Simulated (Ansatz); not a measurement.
H3Si–AlH, doublet: reading a ladder of total energies

Geometry: a PBE0/def2-TZVP stationary point for this spin, not checked as a minimum.

```xyz
6

Si    0.0000    0.0493    1.1585
Al    0.0000   -0.1012   -1.3138
H     0.0000    1.4304    1.7233
H     1.1989   -0.6588    1.6941
H    -1.1989   -0.6588    1.6941
H     0.0000    1.2225   -2.2207
```

Basis cc-pVDZ; Ansatz 0.2.0. Only valence electrons are correlated (noble-gas cores frozen), which leaves 11 electrons in 46 orbitals. Prefix R: restricted or restricted open-shell reference; prefix U: unrestricted.

Full CI isn't at hand for all of this; UCCSDT(Q) serves as the reference, and is uncertain by the last step of the cluster series or more.

UCCSD has a T1 diagnostic of 0.016 and a largest doubles amplitude of 0.04.

Runs differ by some tens of microhartree through their thresholds and, for an open shell, their frozen cores, so steps under 0.03 kcal/mol mean nothing.

```csv
level,total energy (hartree)
UHF,-533.127320
UMP2,-533.280764
UCCSD,-533.322313
UCCSD(T),-533.326906
UCCSDT,-533.328038
UCCSDT(Q),-533.328222
```

Question: What is the correlation energy at UCCSDT(Q), and what share of it do UMP2 and UCCSD(T) recover?

Answer: E(corr) = -533.328222 − (-533.127320) = -0.200902 hartree = -5.467 eV. UMP2: -0.153444 / -0.200902 = 76.38 %. UCCSD(T): -0.199586 / -0.200902 = 99.34 %.

Question: By how many kcal/mol does UCCSD(T) miss UCCSDT(Q) (1 hartree = 627.509 kcal/mol), and which steps make up the rest?

Answer: -533.326906 − (-533.328222) = 0.001316 hartree = 0.83 kcal/mol. Steps: UCCSDT − UCCSD(T) = -0.71, UCCSDT(Q) − UCCSDT = -0.12 kcal/mol. Differences between like states or geometries often cancel part of this.
